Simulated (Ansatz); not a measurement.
Write a Python script for Ansatz 0.2.0, Python API that makes a geometry optimisation of C₄H₇NO, SMILES C#CCNCO. Level of theory: Hartree-Fock, def2-SVP basis, multiplicity 1.

```xyz
13

C     1.8779   -1.5269   -1.3044
C     1.1745   -1.1759   -0.3561
C     0.3502   -0.7923    0.8064
N    -0.0206    0.5958    0.7376
C    -1.1353    0.7324   -0.2605
O    -1.5722    2.0914   -0.1653
H     2.4343   -1.7523   -2.1653
H    -0.4147   -1.4702    0.9599
H     1.0155   -0.8640    1.7561
H     0.6865    1.1837    0.4900
H    -0.8037    0.5519   -1.2433
H    -1.9755    0.1007   -0.0141
H    -1.5963    2.2908    0.7737
```

Script `opt.py`:
```python
'''Relax the C4H7NO molecule.'''

import argparse
import logging
import sys

import ansatz as az
from ase import Atoms
import numpy as np

logging.basicConfig(stream=sys.stdout, format='%(name)s: %(message)s')
logger = logging.getLogger('ansatz_job')
logger.setLevel(logging.INFO)

parser = argparse.ArgumentParser(description='Relax the C4H7NO molecule.')
parser.add_argument('--basis-set', default='def2-SVP', help='basis')
parser.add_argument('--functional', required=True, help='exchange-correlation functional')
args = parser.parse_args()


def main() -> None:
    atoms = Atoms(['C', 'C', 'C', 'N', 'C', 'O', 'H', 'H', 'H', 'H', 'H', 'H', 'H'], positions=[
        (1.8779, -1.5269, -1.3044),
        (1.1745, -1.1759, -0.3561),
        (0.3502, -0.7923, 0.8064),
        (-0.0206, 0.5958, 0.7376),
        (-1.1353, 0.7324, -0.2605),
        (-1.5722, 2.0914, -0.1653),
        (2.4343, -1.7523, -2.1653),
        (-0.4147, -1.4702, 0.9599),
        (1.0155, -0.864, 1.7561),
        (0.6865, 1.1837, 0.49),
        (-0.8037, 0.5519, -1.2433),
        (-1.9755, 0.1007, -0.0141),
        (-1.5963, 2.2908, 0.7737),
    ])
    geometry = az.Crystal.molecule_from_ase(atoms)

    setup = (
        geometry.calculation()
        .basis(gaussian=args.basis_set)
        .functional(args.functional)
    )
    symbols = [site.symbol for site in geometry.cartesian_sites]
    start = np.array([site.position_ang for site in geometry.cartesian_sites], dtype=float)
    def progress(event):
        if event['event'] == 'relax_step':
            row = event['data']
            logger.info(f'step {row["step"]:3d}  E = {row["lagrangian_ev"]:.6f} eV  max force {row["allowed_force_max_ev_ang"]:.4f} eV/A')


    rep = setup.relax(force_tolerance=0.005, max_steps=100).session().plan().execute(on_event=progress).report
    end = np.array(rep['positions_ang'])

    logger.info(f'E = {rep["free_energy_ev"]:.6f} eV = {rep["free_energy_ev"] / 27.211386246:.7f} Ha')
    print('converged:', rep['converged'], ' doubts:', rep['published_state_doubts'] or 'none')

    logger.info('bond        before    after (A)')
    for i, j in [(0, 1), (0, 6), (1, 2), (2, 3), (2, 7), (2, 8), (3, 4), (3, 9), (4, 5), (4, 10), (4, 11), (5, 12)]:
        d0, d1 = (np.linalg.norm(xyz[i] - xyz[j]) for xyz in (start, end))
        print(f'{symbols[i]}{i}-{symbols[j]}{j}'.ljust(10), f'{d0:8.4f} {d1:8.4f}')

    charges = rep['charge_distribution']
    dipole = np.array(charges['dipole_moment_e_ang']) * 4.803205
    logger.info('dipole (D): {:.3f} {:.3f} {:.3f}, length {:.3f}'.format(*dipole, np.linalg.norm(dipole)))
    logger.info('atom  Mulliken   Lowdin')
    for symbol, m, l in zip(symbols, charges['mulliken_charges_e'], charges['lowdin_charges_e']):
        logger.info(f'{symbol:4s} {m:9.3f} {l:8.3f}')


if __name__ == '__main__':
    main()
```

```console
$ python opt.py --functional HF
ansatz_job: step   1  E = -7742.581918 eV  max force 5.6644 eV/A
ansatz_job: step   2  E = -7743.221420 eV  max force 1.0054 eV/A
ansatz_job: step   3  E = -7743.295258 eV  max force 0.4828 eV/A
ansatz_job: step   4  E = -7743.306540 eV  max force 0.1763 eV/A
ansatz_job: step   5  E = -7743.300205 eV  max force 0.5628 eV/A
ansatz_job: step   6  E = -7743.314946 eV  max force 0.1385 eV/A
ansatz_job: step   7  E = -7743.316177 eV  max force 0.1305 eV/A
ansatz_job: step   8  E = -7743.316655 eV  max force 0.0253 eV/A
ansatz_job: step   9  E = -7743.316705 eV  max force 0.0212 eV/A
ansatz_job: step  10  E = -7743.316749 eV  max force 0.0080 eV/A
ansatz_job: step  11  E = -7743.316753 eV  max force 0.0031 eV/A
ansatz_job: E = -7743.316753 eV = -284.5616421 Ha
converged: True  doubts: none
ansatz_job: bond        before    after (A)
C0-C1        1.2318   1.1922
C0-H6        1.0495   1.0652
C1-C2        1.4758   1.4843
C2-N3        1.4384   1.4415
C2-H7        1.0335   1.0914
C2-H8        1.1618   1.0901
N3-C4        1.5025   1.4395
N3-H9        0.9523   1.0043
C4-O5        1.4307   1.3810
C4-H10       1.0528   1.0932
C4-H11       1.0797   1.0959
O5-H12       0.9602   0.9457
ansatz_job: dipole (D): 0.556 -1.122 0.802, length 1.487
ansatz_job: atom  Mulliken   Lowdin
ansatz_job: C       -0.397   -0.061
ansatz_job: C        0.070   -0.101
ansatz_job: C        0.275    0.089
ansatz_job: N       -0.505    0.019
ansatz_job: C        0.464    0.065
ansatz_job: O       -0.434    0.069
ansatz_job: H        0.075    0.029
ansatz_job: H        0.062    0.004
ansatz_job: H        0.065    0.007
ansatz_job: H        0.130   -0.003
ansatz_job: H        0.018   -0.039
ansatz_job: H       -0.001   -0.039
ansatz_job: H        0.178   -0.040
```

Notes:
- Total energies depend on the basis set; only differences at equal settings carry meaning.
- The end point is the stationary point reached from this start; no frequency run checks that it is a minimum, and the basis set is modest.
- The Löwdin charges here are taken after orthogonalising the functions within each atom; they differ from plain Löwdin charges, and their signs can be unphysical.
- Timing: 42 s on 1 thread of Arm Neoverse V1, on a shared host, peak memory 0.32 GiB.

(A comment or docstring line of the script was reworded after the run, the code is as it ran; lines on the test bed's own set-up are left out of the output.)
